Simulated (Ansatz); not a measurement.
**Down a group: bond dissociation energies of SiH$_{3}$, GeH3**

Ansatz 0.2.0, basis cc-pVTZ; geometries are PBE0/def2-TZVP minima. Wave-function levels freeze the cores with the filled d shells of p-block atoms; HF, MP2 and coupled cluster are restricted for singlets and unrestricted otherwise, atoms included, restricted open-shell where a d shell is frozen. NEVPT2 and MRCISD+Q stand on CASSCF in the full valence space, and MRCISD+Q is size-consistent only roughly. The reference is CCSDT(Q) (coupled cluster only where its series has nearly closed). An error is the level's value less the reference. None of these values is a measured one. Energies are electronic, without zero-point terms. No spin–orbit coupling and no scalar relativity. The species are chosen: bound, without strong static correlation by their natural occupations or amplitudes, in their lowest spin state as far as vertical gaps and like structures tell, and with a ladder that closes on the reference, so errors are smaller than for species at large; levels whose determinant breaks symmetry or spin markedly are left out.

```
      species                      bonds (Å)                                 quantity  symmetry of the states  reference  value (kcal/mol)  error CCSD  error CCSD(T)  error CCSDT  error NEVPT2  error MRCISD+Q
SiH3, doublet  Si–H 1.486, angles at Si 111°  Si–H bond energy, to SiH2 (singlet) + H                       –   CCSDT(Q)              72.8         0.2            0.0          0.0          -2.7            -0.1
GeH3, doublet  Ge–H 1.539, angles at Ge 111°  Ge–H bond energy, to GeH2 (singlet) + H                       –   CCSDT(Q)              63.5         0.0            0.0          0.0          -2.3            -0.1
```

The reference falls from Si to Ge, by 9.3 kcal/mol in all.
